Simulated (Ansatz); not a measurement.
Molecular dynamics, step by step

C2H4Cl (SMILES [Cl-].C=C) (charge -1), closed shell, CAM-B3LYP-D4/6-31G (Ansatz 0.2.0). Settings (timestep in fs, temperature in K; T counts 15 degrees of freedom):

```yaml
hamiltonian: {xc: {name: CAM-B3LYP}, dispersion: d4}
md: {n_steps: 80, timestep: 0.75, temperature: 300, ensemble: nvt_nose_hoover, seed: 764, initial_velocities: maxwell_boltzmann}
```

Start (the SMILES describes the start alone):

```
7
angstrom
Cl 0.4124 0.5095 -3.3385
C -0.3611 -0.3616 0.0296
C 0.2246 0.1927 1.0820
H -1.1228 -1.1264 0.1671
H -0.1135 -0.0842 -1.0000
H 0.9860 0.9570 0.9570
H -0.0256 -0.0869 2.1028
```

| step | time (fs) | potential energy less the start (meV) | kinetic energy (meV) | T (K) |
| --- | --- | --- | --- | --- |
| 0 | 0.00 | 0.0 | 193.9 | 300 |
| 5 | 3.75 | 68.2 | 127.5 | 197 |
| 10 | 7.50 | 117.7 | 78.8 | 122 |
| 15 | 11.25 | 60.5 | 134.6 | 208 |
| 20 | 15.00 | 29.1 | 166.5 | 258 |
| 25 | 18.75 | 76.6 | 121.1 | 187 |
| 30 | 22.50 | 95.4 | 102.4 | 158 |
| 35 | 26.25 | 72.7 | 124.5 | 193 |
| 40 | 30.00 | 77.7 | 121.1 | 187 |
| 45 | 33.75 | 86.7 | 113.8 | 176 |
| 50 | 37.50 | 76.2 | 124.4 | 192 |
| 55 | 41.25 | 87.1 | 114.5 | 177 |
| 60 | 45.00 | 111.7 | 92.4 | 143 |
| 65 | 48.75 | 98.1 | 107.1 | 166 |
| 70 | 52.50 | 80.3 | 126.0 | 195 |
| 75 | 56.25 | 107.1 | 101.8 | 158 |
| 80 | 60.00 | 117.0 | 94.2 | 146 |

Step 5, positions (Å) and forces (eV/Å):

| atom | x | y | z | Fx | Fy | Fz |
| --- | --- | --- | --- | --- | --- | --- |
| Cl1 | 0.409 | 0.506 | -3.336 | -0.012 | 0.005 | -0.025 |
| C2 | -0.340 | -0.348 | 0.007 | -0.520 | -0.057 | 0.521 |
| C3 | 0.211 | 0.197 | 1.094 | 0.108 | -0.782 | 0.865 |
| H4 | -1.085 | -1.129 | 0.138 | -0.166 | -0.030 | -0.034 |
| H5 | -0.160 | -0.051 | -1.023 | 0.430 | 0.105 | -0.177 |
| H6 | 1.038 | 0.893 | 1.009 | -0.150 | 0.318 | 0.080 |
| H7 | -0.049 | -0.149 | 2.140 | 0.310 | 0.441 | -1.230 |

Step 10, positions (Å) and forces (eV/Å):

```
atom       x       y       z      Fx      Fy      Fz
 Cl1   0.406   0.503  -3.334  -0.014   0.013  -0.051
  C2  -0.325  -0.334  -0.010  -0.453   0.263   0.400
  C3   0.200   0.194   1.111   1.072  -0.037  -2.199
  H4  -1.067  -1.133   0.104  -0.017   0.193  -0.075
  H5  -0.154  -0.008  -1.056   0.411  -0.118   0.521
  H6   1.066   0.866   1.070  -0.558   0.200  -0.043
  H7  -0.044  -0.169   2.063  -0.441  -0.513   1.447
```

Step 50, positions (Å) and forces (eV/Å):

| atom | x | y | z | Fx | Fy | Fz |
| --- | --- | --- | --- | --- | --- | --- |
| Cl1 | 0.383 | 0.478 | -3.326 | 0.026 | 0.061 | -0.167 |
| C2 | -0.213 | -0.208 | -0.078 | -0.285 | 0.324 | -0.062 |
| C3 | 0.145 | 0.123 | 1.158 | 1.219 | 0.424 | 0.151 |
| H4 | -0.919 | -1.015 | -0.242 | -0.201 | -0.022 | -0.086 |
| H5 | 0.109 | 0.319 | -0.982 | 0.182 | -0.338 | 0.055 |
| H6 | 0.961 | 0.844 | 1.358 | -0.695 | -0.093 | -0.220 |
| H7 | -0.219 | -0.368 | 2.043 | -0.245 | -0.355 | 0.329 |

Last step (80):

```xyz
7
angstrom
Cl 0.3711 0.4662 -3.3456
C -0.1395 -0.1272 -0.0815
C 0.1190 0.0531 1.2136
H -0.8616 -0.8811 -0.4064
H 0.2852 0.4595 -0.9097
H 0.7453 0.8918 1.5399
H -0.3746 -0.4171 2.0103
```

Hardware: 2 CPU threads of an Arm Neoverse V1, shared host. Wall time about 58 s.
